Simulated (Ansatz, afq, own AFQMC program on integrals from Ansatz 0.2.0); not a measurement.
**Atomization energy of BH₄, doublet**

```yaml
atoms:
  - { symbol: B, position_ang: [0.0000, 0.0000, 0.0000] }
  - { symbol: H, position_ang: [0.4147, 0.8125, 0.8107] }
  - { symbol: H, position_ang: [-0.4243, -0.8077, 0.8105] }
  - { symbol: H, position_ang: [-0.4128, 0.8086, -0.8154] }
  - { symbol: H, position_ang: [0.4225, -0.8134, -0.8057] }
```

Atoms in their ground-state spins without spin–orbit coupling (mostly on UHF) minus the molecule (UHF), without zero-point energy. The geometry is a stationary point, not shown to be a minimum.

Basis cc-pVTZ. Only valence electrons are correlated. Integrals, coupled cluster, full CI and functionals: Ansatz 0.2.0; the random walks run on the same integrals in our own AFQMC program. The CISD trial takes its coefficients from CCSD amplitudes. Released means that phaseless walkers are propagated on without the constraint, phases kept. Error bars are statistical, one sigma. The errors of all members are added in quadrature.

No full CI on the walks' own integrals is used here; CCSDT(Q) serves as the reference and is uncertain by about the last step of the cluster series. Each member takes its own surest rung, up to full CI.

The best estimate is CCSD(T) at the basis-set limit (CBS: def2-TZVPP and def2-QZVPP, with their diffuse functions for anions and beside diffuse sets, CCSD(T) itself extrapolated) plus the step from CCSD(T) to CCSDT(Q) in cc-pVTZ. Rows without CBS are in cc-pVTZ; B2PLYP and the wave-function rows carry a basis error of their own. Core correlation and relativity beyond core potentials are missing, and ± holds the sampling alone.

Cautions: BH₄ (doublet): the released energies are still falling, so no released level is given (meV from the phaseless value at times in 1/Eh: -5 ± 3 at 0.24, -5 ± 3 at 0.50, -10 ± 3 at 1.00, -11 ± 3 at 1.50), though the last usable value meets CCSDT(Q) within the noise; other spins of the molecule weren't checked.

Best estimate: 291.0 kcal/mol.

| level | atomization energy (kcal/mol) | error against the best estimate (kcal/mol) |
| --- | --- | --- |
| HF | 219.2 | -71.8 |
| MP2 | 279.9 | -11.1 |
| CCSD | 283.1 | -8.0 |
| CCSD(T) | 285.3 | -5.7 |
| ph-AFQMC/CISD | 285.5 ± 0.1 | -5.5 ± 0.1 |
| HF/CBS | 219.7 | -71.3 |
| MP2/CBS | 285.8 | -5.2 |
| CCSD(T)/CBS | 290.7 | -0.3 |
| PBE | 302.0 | 10.9 |
| r2SCAN | 304.9 | 13.9 |
| PBE0 | 297.5 | 6.5 |
| B3LYP | 302.2 | 11.1 |
| wB97M-V | 297.4 | 6.4 |
| B2PLYP | 294.4 | 3.4 |
| surest rungs in cc-pVTZ | 285.7 | -5.4 |

Correlation beyond CCSD(T) adds 0.3 kcal/mol. Going to the basis-set limit adds 5.4 kcal/mol at CCSD(T). The perturbative (T) step is worth +2.3 kcal/mol. The functionals spread over 10.5 kcal/mol; B2PLYP comes nearest and r2SCAN is 13.9 kcal/mol too high.

Best estimates are given only where the step beyond CCSD(T) is under 0.3 eV and no member's determinant is very poor (T1 over 0.05, or 0.07 for open shells, ⟨S²⟩ too high by 0.3, two states mixed), so the hardest cases are missing from such tables.

The functionals ran in a triple-zeta set and keep a basis error of their own, a few kJ/mol for each bond in atomization energies and more for double hybrids, so close places among them and the extrapolated levels can swap.

Each member of a difference takes its own highest rung, so a best estimate needn't equal the limit plus the step of one row. A walk keeps the symmetry of its determinant, which the program's search chose and which needn't be the lowest solution, so a lower state of the same spin and another symmetry isn't excluded.
